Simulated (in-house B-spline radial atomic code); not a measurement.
Kr. Computed with a B-spline radial atomic code. Model: all-electron spherical atom, spin shells full or empty, radial basis limit, no spin-orbit coupling, Breit or QED, empty-state partial waves extrapolated as (l+1/2)^-4, RPA, G0W0 and static COHSEX of the highest shell as one setting changes (uncorrelated shells keep exact exchange).

Given: element Kr; charge 0; filled core Ar; hamiltonian one-electron scalar X2C; mean-field start PBE; highest l of empty states 9; nuclear rms radius 4.1884 fm; highest mean-field shell 4p.

Shell: 3d 5 5, 4s 1 1, 4p 3 3 (electrons up and down).

```json
{"lowest nl shells left uncorrelated": "0", "RPA correlation energy (hartree)": "-2.6487", "G0W0 level (eV)": "-13.942", "G0W0 minus most complete (meV)": "0", "COHSEX level (eV)": "-16.876", "linearised minus solved G0W0 (meV)": "-118"}
{"lowest nl shells left uncorrelated": "1", "RPA correlation energy (hartree)": "?", "G0W0 level (eV)": "?", "G0W0 minus most complete (meV)": "?", "COHSEX level (eV)": "?", "linearised minus solved G0W0 (meV)": "?"}
{"lowest nl shells left uncorrelated": "2", "RPA correlation energy (hartree)": "?", "G0W0 level (eV)": "?", "G0W0 minus most complete (meV)": "?", "COHSEX level (eV)": "?", "linearised minus solved G0W0 (meV)": "?"}
{"lowest nl shells left uncorrelated": "3", "RPA correlation energy (hartree)": "-1.8013", "G0W0 level (eV)": "-13.934", "G0W0 minus most complete (meV)": "8.3", "COHSEX level (eV)": "-16.859", "linearised minus solved G0W0 (meV)": "-117.5"}
{"lowest nl shells left uncorrelated": "4", "RPA correlation energy (hartree)": "-1.6218", "G0W0 level (eV)": "-13.94", "G0W0 minus most complete (meV)": "2.2", "COHSEX level (eV)": "-16.865", "linearised minus solved G0W0 (meV)": "-117.9"}
{"lowest nl shells left uncorrelated": "5", "RPA correlation energy (hartree)": "-1.1078", "G0W0 level (eV)": "-13.983", "G0W0 minus most complete (meV)": "-40.8", "COHSEX level (eV)": "-16.948", "linearised minus solved G0W0 (meV)": "-120.8"}
{"lowest nl shells left uncorrelated": "6", "RPA correlation energy (hartree)": "-0.37271", "G0W0 level (eV)": "-13.768", "G0W0 minus most complete (meV)": "173.9", "COHSEX level (eV)": "-16.545", "linearised minus solved G0W0 (meV)": "-107.6"}
{"lowest nl shells left uncorrelated": "7", "RPA correlation energy (hartree)": "-0.25169", "G0W0 level (eV)": "-14.112", "G0W0 minus most complete (meV)": "-170", "COHSEX level (eV)": "-16.844", "linearised minus solved G0W0 (meV)": "-131.9"}
```

(1) What follows for lowest nl shells left uncorrelated = 2?

(2) What follows for lowest nl shells left uncorrelated = 1?

Results:

(1) RPA correlation energy -2.3108 hartree; G0W0 level -13.94 eV; G0W0 minus most complete 1.5 meV; COHSEX level -16.876 eV; linearised minus solved G0W0 -117.9 meV.

(2) RPA correlation energy -2.4927 hartree; G0W0 level -13.941 eV; G0W0 minus most complete 0.9 meV; COHSEX level -16.875 eV; linearised minus solved G0W0 -118 meV.
